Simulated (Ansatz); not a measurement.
Geometry optimisation, RKS PBE/def2-SVP (Ansatz).

input.yaml

```yaml
crystal:
  periodic: [false, false, false]
  atoms:
    - { symbol: C, position_ang: [-0.87475, 1.36529, -0.52543] }
    - { symbol: C, position_ang: [-0.33456, 0.4531, 0.1727] }
    - { symbol: O, position_ang: [0.87435, -0.19321, 0.01371] }
    - { symbol: S, position_ang: [1.41368, -1.55041, 0.70243] }
    - { symbol: H, position_ang: [-1.27967, 2.15257, -1.11417] }
    - { symbol: H, position_ang: [-0.90916, 0.18103, 1.06862] }
    - { symbol: H, position_ang: [1.84054, -1.00271, 1.88015] }
total_charge: 1
basis:
  gaussian: { orbitals: def2-SVP }
hamiltonian:
  xc: pbe
relax:
  f_tol: 0.015
  max_steps: 40
output:
  orbitals: {}
```

Command:

```bash
$ ansatz run input.yaml --threads 1 --pin off --max-ram 2048MiB --backend cpu --events-out ev --progress --plain --runs-dir out
```

Question: Where does it end, and by what steps?

Answer: It converged. Limits of this set-up: the dipole of an ion depends on the origin. After 24 steps the energy has fallen by 2.347 eV; H6 moved furthest, 1.70 Å. Parted: C2–H6. Joined: C1–H6.

| step | energy less start (eV) | largest force component (eV/Å) | accepted |
| --- | --- | --- | --- |
| 0 | 0.0000 | 1.502 | yes |
| 1 | -0.0978 | 1.008 | yes |
| 2 | -0.1352 | 0.328 | yes |
| 3 | -0.1542 | 0.292 | yes |
| 4 | -0.1682 | 0.213 | yes |
| 5 | -0.1769 | 0.257 | yes |
| 6 | -0.1964 | 0.282 | yes |
| 7 | -0.2358 | 0.845 | yes |
| 8 | -0.3181 | 2.133 | yes |
| 9 | -0.5397 | 3.101 | yes |
| 10 | -0.6371 | 4.205 | yes |
| 11 | -1.2184 | 1.976 | yes |
| 12 | -1.6391 | 1.881 | yes |
| 13 | -2.0663 | 0.792 | yes |
| 14 | -2.1712 | 0.556 | yes |
| 15 | -2.2314 | 0.701 | yes |
| 16 | -2.2987 | 0.250 | yes |
| 17 | -2.3294 | 0.390 | yes |
| 18 | -2.2907 | 1.061 | no |
| 19 | -2.3434 | 0.062 | yes |
| 20 | -2.3445 | 0.203 | yes |
| 21 | -2.3459 | 0.090 | yes |
| 22 | -2.3433 | 0.108 | no |
| 23 | -2.3468 | 0.065 | yes |
| 24 | -2.3470 | 0.008 | yes |

```xyz
7
Properties=species:S:1:pos:R:3
C -1.049 1.201 -0.174
C -0.014 0.550 0.270
O 0.993 0.025 0.705
S 1.281 -1.795 0.780
H -1.100 1.511 -1.237
H -1.882 1.457 0.511
H 2.502 -1.543 1.344
```

The run took 34 s on 1 thread of Intel(R) Xeon(R) Platinum 8488C (Sapphire Rapids), with other jobs on the host, peak memory 0.16 GiB.
